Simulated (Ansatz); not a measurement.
The input, for Ansatz 0.2.0:

```yaml
crystal:
  periodic: [false, false, false]
  atoms:
    - {symbol: Al, position_ang: [0.000000, -0.050510, 1.062993]}
    - {symbol: Mg, position_ang: [0.000000, -0.006161, -1.195572]}
    - {symbol: H, position_ang: [0.000000, 1.500655, 0.374215]}
basis:
  gaussian: {orbitals: 6-31G}
magnetization: {spin_polarized: true, initial_magnetization: 0}
correlation: {method: ccsdtq, electrons: outside_noble_gas}
```

```sh
$ ansatz run in.yaml --threads 1 --pin off --events-out ev --progress --plain --max-ram 2393MiB
```

Q: Roughly how long does this take on 1 thread of Intel Xeon Platinum 8488C, shared host, and how much host memory?

A: 17 s wall and 0.15 GiB.

```
558 factors; integrals over basis functions are off by at most 1.5e-7 eV
mean field evaluation 1: about -12026.2157 eV, gradient 3.8e0 eV
mean field evaluation 2: about -12026.2310 eV, gradient 3.8e0 eV
mean field evaluation 4: about -12026.4654 eV, gradient 2.6e-1 eV
mean field evaluation 8: about -12026.4676 eV, gradient 3.3e-5 eV
mean field evaluation 16: about -12026.6683 eV, gradient 1.2e0 eV
mean field evaluation 32: about -12026.7270 eV, gradient 1.7e-1 eV
mean field evaluation 64: about -12026.7329 eV, gradient 2.6e-2 eV
mean field evaluation 96: about -12026.7239 eV, gradient 2.6e-1 eV
mean field evaluation 128: about -12024.2237 eV, gradient 9.5e-1 eV
mean field evaluation 160: about -12025.6148 eV, gradient 1.6e-1 eV
...
cycle  12  -2.20660012 eV  change    1.9e-4 eV  update   1.5e-4
cycle  13  -2.20663406 eV  change   -3.4e-5 eV  update   8.1e-5
cycle  14  -2.20661682 eV  change    1.7e-5 eV  update   4.4e-5
cycle  15  -2.20661320 eV  change    3.6e-6 eV  update   2.1e-5
cycle  16  -2.20661740 eV  change   -4.2e-6 eV  update   1.2e-5
cycle  17  -2.20661352 eV  change    3.9e-6 eV  update   7.2e-6
cycle  18  -2.20661387 eV  change   -3.5e-7 eV  update   3.0e-6
cycle  19  -2.20661348 eV  change    3.9e-7 eV  update   1.7e-6
cycle  20  -2.20661320 eV  change    2.8e-7 eV  update   8.7e-7
cycle  21  -2.20661339 eV  change   -1.9e-7 eV  update   5.4e-7
Total energy: -12028.93952388 eV, -442.0553739945 hartree
```

For the same geometry and basis full CI lies 0.5 meV lower.
